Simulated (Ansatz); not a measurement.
The inner images of a band of H4O2Si (7 atoms, charge 0, multiplicity 1) are given out of order.

Level of theory: Ansatz, RKS LDA/def2-mTZVP.

Image 0:

```xyz
7
Properties=species:S:1:pos:R:3
Si 0.145 -0.024 0.218
H 0.082 0.006 1.718
O 1.715 -0.240 -0.239
H 2.289 -0.769 0.343
H -0.289 1.236 -0.436
O -0.897 -1.169 -0.348
H -0.964 -2.009 0.138
```

Image 8:

```xyz
7
Properties=species:S:1:pos:R:3
Si -0.619 0.277 0.271
H 1.435 -0.248 1.657
O 1.385 0.020 0.715
H 1.386 -0.830 0.194
H -0.119 1.047 -0.960
O -0.450 -1.270 -0.483
H -0.935 -1.965 0.001
```

Put them in order from the first end to the last, with their energies above the first end.
A.
```xyz
7
Properties=species:S:1:pos:R:3
Si 0.112 0.043 0.254
H 0.349 0.048 1.737
O 1.734 -0.080 -0.023
H 2.020 -0.969 0.260
H -0.406 1.204 -0.538
O -0.768 -1.197 -0.391
H -0.959 -2.017 0.095
```
B.
```xyz
7
Properties=species:S:1:pos:R:3
Si 0.145 0.017 0.237
H 0.131 0.053 1.739
O 1.742 -0.135 -0.138
H 2.148 -0.927 0.261
H -0.348 1.230 -0.469
O -0.802 -1.190 -0.366
H -0.934 -2.016 0.131
```
C.
```xyz
7
Properties=species:S:1:pos:R:3
Si -0.465 0.168 0.338
H 1.184 -0.074 1.497
O 1.579 -0.026 0.569
H 1.821 -0.949 0.310
H -0.346 1.151 -0.818
O -0.686 -1.258 -0.538
H -1.005 -1.980 0.037
```
D.
```xyz
7
Properties=species:S:1:pos:R:3
Si -0.102 0.088 0.321
H 0.770 0.005 1.599
O 1.667 -0.033 0.272
H 1.910 -0.978 0.230
H -0.434 1.191 -0.658
O -0.748 -1.232 -0.454
H -0.981 -2.009 0.084
```
E.
```xyz
7
Properties=species:S:1:pos:R:3
Si 0.029 0.063 0.282
H 0.570 0.027 1.689
O 1.700 -0.045 0.125
H 1.946 -0.981 0.243
H -0.429 1.195 -0.604
O -0.758 -1.213 -0.424
H -0.975 -2.014 0.084
```
F.
```xyz
7
Properties=species:S:1:pos:R:3
Si -0.574 0.217 0.304
H 1.381 -0.140 1.622
O 1.471 -0.001 0.655
H 1.650 -0.894 0.270
H -0.241 1.087 -0.913
O -0.587 -1.269 -0.535
H -1.018 -1.968 -0.008
```
G.
```xyz
7
Properties=species:S:1:pos:R:3
Si -0.254 0.120 0.342
H 0.934 -0.020 1.497
O 1.636 -0.037 0.435
H 1.887 -0.975 0.264
H -0.403 1.186 -0.717
O -0.728 -1.245 -0.494
H -0.990 -1.997 0.069
```

B (+0.05 eV), A (+0.39 eV), E (+1.21 eV), D (+2.36 eV), G (+2.96 eV), C (+2.49 eV), F (+2.26 eV).

Time of the run: 98 s on 1 thread of Arm Neoverse V1 (shared host), peak memory 0.13 GiB.
